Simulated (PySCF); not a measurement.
# C2H3N2P (1H-1,2,4-diazaphosphole): the cost of one run

Programs: PySCF 2.14.0, with density-fitted response routines of our own. Each step states its level of theory. These are calculated values for one molecule in the gas phase, unless marked as measured. Atoms are numbered from 0 throughout.

### Step 1. Starting geometry

8 atoms, charge 0, multiplicity 1; geometry from: GFN2-xTB. The atoms were then displaced at random by about 0.01 Å, so the start is not that level's minimum.

Bonds of the start (Å): C0–N1 1.34, N1–N2 1.33, N2–C3 1.33, C3–P4 1.70, P4–C0 1.76, C0–H5 1.05, N2–H6 0.99, C3–H7 1.09.

### Step 2. Relaxing the molecule at PBE0-D3(BJ)/def2-SVP

The job: settings as JSON, then the geometry in Å.

```
{"job": {"xc": "PBE0", "basis": "def2-SVP", "d3": "d3bj", "grid": 1, "shake": 0.01, "kind": "geom"}, "charge": 0, "multiplicity": 1}
C      1.368480    -0.194980    -0.100410
N      0.702270     0.961170    -0.029370
N     -0.608800     0.743900     0.051350
C     -0.954140    -0.537600     0.049430
P      0.344850    -1.626830    -0.083640
H      2.416260    -0.144010    -0.183370
H     -1.193950     1.543740     0.127050
H     -2.019820    -0.764530     0.116480
```

The run is started by

```bash
OMP_NUM_THREADS=1 python probes_run.py task.json out
```

The driver reads the jobs from task.json and runs them one after another.

Q: Estimate the wall time and peak memory of this first job on 1 thread of Arm Neoverse V2, shared host.

About 20 s, with a peak of 0.39 GiB.
